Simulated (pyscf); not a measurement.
Structures and frequencies: ωB97X-D3(BJ)/def2-SVP in PySCF.

### Question
Estimate the classical barrier height and the reaction energy of HO–Si(F)(F)–Cl + HF → HO–Si(F)(F)–F + HCl at ωB97M-D3(BJ)/def2-TZVP. The step runs on the singlet surface, breaks Cl–Si, F–H and forms F–Si, Cl–H; take the separated reactants as zero.

### Answer
ΔE‡ = 1.03 eV, ΔE = -0.58 eV. Zero-point energy shifts the barrier by 0.00 eV. It is a four-centre exchange, with an imaginary mode of 664i cm⁻¹. On the reactant side the descent ends in a complex (not fully relaxed), 0.25 eV under the separated species and 1.31 eV under the saddle at ωB97X-D3(BJ)/def2-TZVP. One saddle was located; it need not be the lowest between these sides.
